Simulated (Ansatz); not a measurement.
# SiH2Cl radical (SMILES [SiH2]Cl): one structure at several levels

How do the functionals fare away from a minimum? The structure is a frame of a short trajectory.

Method: single points in def2-TZVPP; program: Ansatz 0.2.0, Gaussian basis.

Cores are frozen in the correlated methods. Orbitals are unrestricted.

## Step 1: The starting structure

SMILES `[SiH2]Cl`, 4 atoms, charge 0, spin multiplicity 2.

Atoms are counted from 1 here; the program's logs count them from 0.

Bond lengths: Si1–Cl2 2.116 Å, Si1–H3 1.493 Å, Si1–H4 1.487 Å. Angles: Cl2–Si1–H3 104.9°, Cl2–Si1–H4 108.9°, H3–Si1–H4 108.8°.

Coordinates:

```xyz
4

Si   -0.3330    0.2583    0.1204
Cl    1.6354   -0.0698    0.8247
H    -0.9950   -1.0782    0.1924
H    -0.2697    0.6858   -1.3028
```

## Step 2: PBE-D4/def2-TZVPP

Contents of run/in.yaml:

```yaml
crystal:
  periodic: [false, false, false]
  atoms:
    - {symbol: Si, position_ang: [-0.333000, 0.258253, 0.120432]}
    - {symbol: Cl, position_ang: [1.635438, -0.069799, 0.824701]}
    - {symbol: H, position_ang: [-0.994982, -1.078211, 0.192351]}
    - {symbol: H, position_ang: [-0.269727, 0.685805, -1.302814]}
basis:
  gaussian: {orbitals: def2-TZVPP}
magnetization: {spin_polarized: true, initial_magnetization: 1}
hamiltonian: {xc: pbe, dispersion: d4}
output: {forces: true}
```

Command:

```sh
ansatz run in.yaml --threads 2 --pin off --events-out ev --progress --plain --max-ram 3481MiB
```

## Step 3: r2SCAN-D4/def2-TZVPP

run/in.yaml: that of step 2 with these lines changed.

```diff
@@ -10,3 +10,3 @@
 magnetization: {spin_polarized: true, initial_magnetization: 1}
-hamiltonian: {xc: pbe, dispersion: d4}
+hamiltonian: {xc: r2scan, dispersion: d4}
 output: {forces: true}
```

## Step 4: PBE0-D4/def2-TZVPP

run/in.yaml: that of step 3 with these lines changed.

```diff
@@ -10,3 +10,3 @@
 magnetization: {spin_polarized: true, initial_magnetization: 1}
-hamiltonian: {xc: r2scan, dispersion: d4}
-output: {forces: true}
+hamiltonian: {xc: pbe0, dispersion: d4}
+output: {forces: true, orbitals: {seedname: orbitals}}
```

## Step 5: wB97M-V/def2-TZVPP

run/in.yaml: that of step 4 with these lines changed.

```diff
@@ -10,3 +10,3 @@
 magnetization: {spin_polarized: true, initial_magnetization: 1}
-hamiltonian: {xc: pbe0, dispersion: d4}
-output: {forces: true, orbitals: {seedname: orbitals}}
+hamiltonian: {xc: {name: wB97M-V}}
+output: {forces: true}
```

## Step 6: CCSD(T)/def2-TZVPP

run/in.yaml: that of step 5 with these lines changed.

```diff
@@ -10,3 +10,4 @@
 magnetization: {spin_polarized: true, initial_magnetization: 1}
-hamiltonian: {xc: {name: wB97M-V}}
+correlation: {method: ccsd_t}
+scf: {omitted_lower_state_checks: [cluster_reference]}
 output: {forces: true}
```

(Steps that only read results are left out.)

**Question.** What will these runs give? Wanted: energy less free atoms, CCSD(T)/def2-TZVPP; RMS force component; RMS force error; HOMO and LUMO, PBE0-D4; T1 diagnostic.

The runs gave:

| quantity | value |
| --- | --- |
| energy less free atoms, CCSD(T)/def2-TZVPP | -234.6 kcal/mol |
| RMS force component | 0.320 to 0.413 eV/Å over the methods |
| RMS force error | PBE-D4 0.177, r2SCAN-D4 0.057, PBE0-D4 0.075, wB97M-V 0.031 eV/Å |
| HOMO and LUMO, PBE0-D4 | -6.82 and -3.05 eV |
| T1 diagnostic | 0.013 |

Against CCSD(T) the functionals' energies less atoms differ by -11.5 to -6.4 kcal/mol, PBE-D4 by -8.0 kcal/mol. CCSD(T) in triple zeta still lacks some correlation energy of the bonds, so part of these gaps is its own basis error and they don't rank the functionals. On forces the order runs from wB97M-V to PBE-D4. Frozen-core CCSD(T) forces in triple zeta carry basis errors of their own, and this is one geometry, so small gaps rank nothing.
